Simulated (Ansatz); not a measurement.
Two isomers of C3H6ClFO: A = `CC(O)(Cl)CF`, B = `COC(F)CCl`.

Gas-phase electronic energies from Ansatz, PBE0-D4/def2-TZVP geometries. CCSD(T)/CBS is the MP2 limit (def2-TZVPP, def2-QZVPP) plus CCSD(T) − MP2 in def2-TZVPP, frozen cores. DFT in def2-TZVPP. B3LYP here is the variant with VWN-RPA as its local correlation; programs differ in this. One conformer a species, not always the lowest.

A:

```xyz
12

C    -0.551   -1.194   -0.525
C     0.101    0.154   -0.363
O    -0.718    1.116   -0.902
Cl    1.702    0.127   -1.263
C     0.420    0.459    1.088
F     0.848    1.765    1.202
H    -0.724   -1.386   -1.583
H    -1.512   -1.194   -0.005
H     0.083   -1.982   -0.122
H    -0.352    1.981   -0.677
H     1.198   -0.201    1.472
H    -0.496    0.356    1.678
```

B:

```xyz
12

C    -0.162    1.298   -1.360
O    -0.624    0.320   -0.449
C     0.363   -0.368    0.184
F     0.966   -1.263   -0.695
C    -0.227   -1.189    1.303
Cl   -0.732   -0.151    2.647
H     0.360    0.838   -2.203
H     0.508    2.008   -0.860
H    -1.039    1.829   -1.723
H     1.165    0.295    0.538
H    -1.098   -1.732    0.939
H     0.520   -1.887    1.678
```

Task: Which is lower in electronic energy at CCSD(T)/CBS, and by how much? (Best estimate.)

Result: The calculation gave: A, by 40.6 kJ/mol.

Task: Give E(B) − E(A) in kJ/mol with r2SCAN-D4, MP2/def2-TZVPP, B3LYP, PBE0-D4, HF/def2-TZVPP, B3LYP-D4, B2PLYP. (Best estimate.)

Result: Ansatz gave: r2SCAN-D4 40.8, MP2/def2-TZVPP 43.6, B3LYP 28.7, PBE0-D4 38.1, HF/def2-TZVPP 19.7, B3LYP-D4 33.7, B2PLYP 33.4. None reverses the order clearly.

Largest T1 diagnostic: 0.011.

The D4 term adds +5.0 kJ/mol with B3LYP and +2.3 kJ/mol with PBE0; it sums over pairs of atoms, weighted by their polarisabilities, and B3LYP, whose exchange is more repulsive, gets the larger term. In def2-TZVPP, CCSD(T) changes the Hartree–Fock value by +18.0 kJ/mol (the triples alone add +2.7 kJ/mol) and MP2 by +23.9 kJ/mol.
